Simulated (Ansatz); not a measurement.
Born–Oppenheimer molecular dynamics of CH4AlCl (7 atoms, charge 0, multiplicity 1). It starts at the highest image of a converged band. Of that band: Neighbouring images differ by up to 1.9 eV, so the band resolves the path poorly. A vibrational analysis at the climbing image gives one clearly imaginary mode, 1267i cm⁻¹: a first-order saddle point.

Theory: Ansatz, RKS PBE/def2-SVP.

| Quantity | Value |
| --- | --- |
| ensemble | NVE (velocity Verlet) |
| time step | 0.5 fs |
| steps asked | 200 |
| starting velocities drawn for | 300 K |
| seed | 11726 |

Frames 0.5 fs apart, positions in Å, forces in eV/Å.

Velocities at 5 fs (Å/ps):

```
Al -1.46 -0.96 -4.15
H 25.68 -4.38 -35.78
C -0.85 2.69 2.35
H -12.59 -9.68 3.88
H -15.71 -18.05 21.00
H 19.73 3.52 1.25
Cl 0.92 0.63 2.64
```

```xyz
7
Properties=species:S:1:pos:R:3:forces:R:3 time_fs=5 energy_less_start_eV=-0.048 T=375
Al -0.215 -0.001 0.648 -0.84 0.16 1.29
H 1.096 0.269 1.560 0.46 -0.16 -0.93
C 1.950 0.044 0.218 0.14 0.60 -0.09
H 1.986 -0.986 -0.199 -0.03 -0.09 0.09
H 1.893 0.817 -0.617 0.10 -0.43 0.70
H 2.822 0.211 0.873 0.25 0.07 -0.16
Cl -0.962 -0.363 -1.263 -0.08 -0.16 -0.91
7
Properties=species:S:1:pos:R:3:forces:R:3 time_fs=5.5 energy_less_start_eV=-0.082 T=427
Al -0.216 -0.001 0.646 -1.02 0.16 1.41
H 1.110 0.267 1.541 0.59 -0.17 -1.05
C 1.949 0.045 0.219 0.42 0.24 0.39
H 1.980 -0.991 -0.197 -0.04 0.07 0.17
H 1.885 0.807 -0.606 0.07 -0.15 0.43
H 2.832 0.213 0.874 0.07 0.02 -0.33
Cl -0.961 -0.363 -1.262 -0.08 -0.17 -1.01
7
Properties=species:S:1:pos:R:3:forces:R:3 time_fs=6 energy_less_start_eV=-0.116 T=481
Al -0.217 -0.001 0.644 -1.23 0.16 1.52
H 1.125 0.264 1.520 0.74 -0.18 -1.18
C 1.949 0.047 0.220 0.70 -0.16 0.91
H 1.973 -0.996 -0.195 -0.05 0.22 0.25
H 1.877 0.797 -0.594 0.03 0.18 0.10
H 2.842 0.215 0.873 -0.10 -0.03 -0.49
Cl -0.961 -0.362 -1.260 -0.09 -0.19 -1.12
7
Properties=species:S:1:pos:R:3:forces:R:3 time_fs=6.5 energy_less_start_eV=-0.154 T=540
Al -0.218 -0.002 0.642 -1.45 0.15 1.63
H 1.141 0.261 1.495 0.91 -0.19 -1.33
C 1.949 0.048 0.222 0.95 -0.57 1.47
H 1.967 -1.000 -0.191 -0.06 0.35 0.32
H 1.870 0.788 -0.581 -0.01 0.52 -0.24
H 2.853 0.217 0.872 -0.23 -0.07 -0.62
Cl -0.960 -0.362 -1.259 -0.09 -0.21 -1.23
7
Properties=species:S:1:pos:R:3:forces:R:3 time_fs=7 energy_less_start_eV=-0.201 T=614
Al -0.219 -0.002 0.640 -1.70 0.15 1.74
H 1.160 0.257 1.468 1.10 -0.20 -1.48
C 1.949 0.050 0.223 1.17 -0.93 2.01
H 1.960 -1.003 -0.188 -0.07 0.46 0.38
H 1.862 0.780 -0.569 -0.07 0.85 -0.58
H 2.862 0.218 0.869 -0.32 -0.10 -0.73
Cl -0.960 -0.362 -1.258 -0.10 -0.22 -1.34
7
Properties=species:S:1:pos:R:3:forces:R:3 time_fs=7.5 energy_less_start_eV=-0.267 T=717
Al -0.220 -0.003 0.639 -1.96 0.14 1.85
H 1.181 0.253 1.437 1.30 -0.22 -1.65
C 1.949 0.051 0.225 1.35 -1.22 2.49
H 1.953 -1.006 -0.183 -0.08 0.54 0.42
H 1.855 0.774 -0.558 -0.14 1.12 -0.85
H 2.871 0.220 0.864 -0.36 -0.12 -0.80
Cl -0.959 -0.361 -1.257 -0.11 -0.24 -1.46
7
Properties=species:S:1:pos:R:3:forces:R:3 time_fs=8 energy_less_start_eV=-0.363 T=866
Al -0.222 -0.003 0.638 -2.23 0.14 1.96
H 1.206 0.248 1.402 1.50 -0.23 -1.79
C 1.950 0.051 0.228 1.47 -1.38 2.85
H 1.946 -1.007 -0.177 -0.09 0.57 0.44
H 1.847 0.770 -0.550 -0.19 1.29 -1.03
H 2.879 0.221 0.857 -0.34 -0.13 -0.84
Cl -0.959 -0.361 -1.256 -0.13 -0.26 -1.58
7
Properties=species:S:1:pos:R:3:forces:R:3 time_fs=8.5 energy_less_start_eV=-0.495 T=1071
Al -0.223 -0.004 0.637 -2.48 0.14 2.06
H 1.234 0.243 1.362 1.67 -0.24 -1.89
C 1.950 0.052 0.231 1.55 -1.38 3.01
H 1.939 -1.006 -0.170 -0.09 0.58 0.44
H 1.838 0.770 -0.544 -0.23 1.32 -1.06
H 2.886 0.222 0.849 -0.26 -0.14 -0.85
Cl -0.959 -0.361 -1.256 -0.15 -0.28 -1.70
7
Properties=species:S:1:pos:R:3:forces:R:3 time_fs=9 energy_less_start_eV=-0.663 T=1329
Al -0.225 -0.004 0.636 -2.69 0.14 2.15
H 1.266 0.237 1.319 1.74 -0.24 -1.86
C 1.951 0.052 0.235 1.59 -1.22 2.91
H 1.931 -1.004 -0.163 -0.09 0.54 0.41
H 1.829 0.772 -0.540 -0.23 1.21 -0.96
H 2.892 0.222 0.838 -0.13 -0.13 -0.83
Cl -0.958 -0.361 -1.255 -0.19 -0.31 -1.82
7
Properties=species:S:1:pos:R:3:forces:R:3 time_fs=9.5 energy_less_start_eV=-0.851 T=1614
Al -0.227 -0.004 0.635 -2.84 0.15 2.23
H 1.302 0.231 1.270 1.62 -0.19 -1.57
C 1.953 0.052 0.239 1.68 -0.95 2.43
H 1.923 -1.002 -0.154 -0.08 0.46 0.36
H 1.819 0.778 -0.539 -0.21 0.97 -0.74
H 2.898 0.222 0.825 0.05 -0.12 -0.78
Cl -0.958 -0.361 -1.254 -0.23 -0.33 -1.93
7
Properties=species:S:1:pos:R:3:forces:R:3 time_fs=10 energy_less_start_eV=-1.017 T=1864
Al -0.230 -0.005 0.634 -2.88 0.17 2.31
H 1.342 0.224 1.218 1.18 -0.07 -0.84
C 1.955 0.052 0.244 1.93 -0.65 1.44
H 1.916 -0.997 -0.144 -0.06 0.35 0.28
H 1.809 0.786 -0.539 -0.14 0.64 -0.44
H 2.905 0.222 0.811 0.27 -0.10 -0.72
Cl -0.957 -0.360 -1.254 -0.29 -0.35 -2.02
7
Properties=species:S:1:pos:R:3:forces:R:3 time_fs=10.5 energy_less_start_eV=-1.098 T=1978
Al -0.232 -0.005 0.634 -2.82 0.19 2.37
H 1.385 0.217 1.164 0.24 0.18 0.58
C 1.957 0.052 0.249 2.52 -0.41 -0.28
H 1.907 -0.992 -0.134 -0.04 0.21 0.18
H 1.799 0.796 -0.541 -0.05 0.27 -0.11
H 2.912 0.222 0.795 0.50 -0.08 -0.64
Cl -0.957 -0.360 -1.254 -0.34 -0.36 -2.09
```

Of the whole run (100 fs, mean temperature of the second half 3185 K): The conserved energy stayed within 2.8 meV per atom of its start (net change -1.3 meV per atom), so the integration is sound. The kinetic energy rose, since the run started high on the potential surface and went downhill. It ends in pieces (AlCl + CH4), so much of that is their flight and rotation, not heat. A run of 0.1 ps of so small a system gives no equilibrium averages. The orbitals stay closed-shell, which can raise the energy where a bond breaks towards radicals; this wasn't checked here.

Time of the run: 10 min on 1 thread of Intel(R) Xeon(R) Processor @ 2.50GHz (Skylake/Cascade Lake) (shared host), peak memory 0.12 GiB.
